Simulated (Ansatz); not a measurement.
# SiHO+ (singlet): wave-function methods side by side, 6-31G

Aim: climb from Hartree-Fock through coupled cluster for SiHO+ (singlet) at one geometry and basis, and see what each rung misses.

Method: 6-31G, core rule «outside noble gas», up to 6 orbitals frozen; program: Ansatz 0.2.0, Gaussian basis.

To be run: UHF; CCSD(T) on RHF; BCCD(T) on RHF; CISD; CCSDT(Q) on RHF; CCSDTQ on RHF; Full CI.

6 further runs of the same task are left out: 2 for a known fault of the program, 4 set aside as unsound or not needed.

**1. What is computed**

The geometry is a PBE0/def2-TZVP stationary point (not a proven minimum) of the parent state, kept for this charge and spin.

3 atoms, charge 1, spin multiplicity 1.

Atoms are counted from 1 here; the program's logs count them from 0.

Bond lengths: Si1–O2 1.650 Å, O2–H3 0.962 Å. Angles: Si1–O2–H3 118.7°.

As a file:

```csv
atom,x (Å),y (Å),z (Å)
Si1,0.0000,0.0310,0.6323
O2,0.0000,-0.0988,-1.0129
H3,0.0000,0.7057,-1.5397
```

**2. UHF**

The input, in.yaml:

```yaml
crystal:
  periodic: [false, false, false]
  atoms:
    - {symbol: Si, position_ang: [0.000000, 0.030957, 0.632254]}
    - {symbol: O, position_ang: [0.000000, -0.098798, -1.012863]}
    - {symbol: H, position_ang: [0.000000, 0.705682, -1.539731]}
basis:
  gaussian: {orbitals: 6-31G}
total_charge: 1
magnetization: {spin_polarized: true, initial_magnetization: 0}
hamiltonian: {xc: hf}
output: {orbitals: {seedname: orbitals}}
```

On the command line:

```bash
$ ansatz run in.yaml --threads 1 --pin off --events-out ev --progress --plain --max-ram 2560MiB --backend cpu
```

After this run come: CCSD(T) on RHF; BCCD(T) on RHF; CISD; CCSDT(Q) on RHF; CCSDTQ on RHF; Full CI.

**Question.** What will the summary of the whole plan be? Wanted: FCI below the RHF energy; RMP2 from FCI; RCCSD from FCI; RCCSD(T) from FCI; RCCSDT(Q) from FCI; T1 diagnostic; effectively unpaired electrons.

**Answer**, as computed:

| quantity | value |
| --- | --- |
| FCI below the RHF energy | -5.0225 eV |
| RMP2 from FCI | +424.6 meV |
| RCCSD from FCI | +163.3 meV |
| RCCSD(T) from FCI | +28.6 meV |
| RCCSDT(Q) from FCI | -5.5 meV |
| levels within 1 kcal/mol (43 meV) | RCCSD(T), BCCD(T), RCCSDT, RCCSDT(Q), RCCSDTQ |
| T1 diagnostic | 0.027 |
| effectively unpaired electrons | 0.07 |

In words: RCCSD(T) misses by +28.6 meV, 0.6 % of the correlation energy. RCCSDT(Q) falls below full CI, which methods that aren't variational can do. One determinant dominates. These misses are within one basis, not against nature.
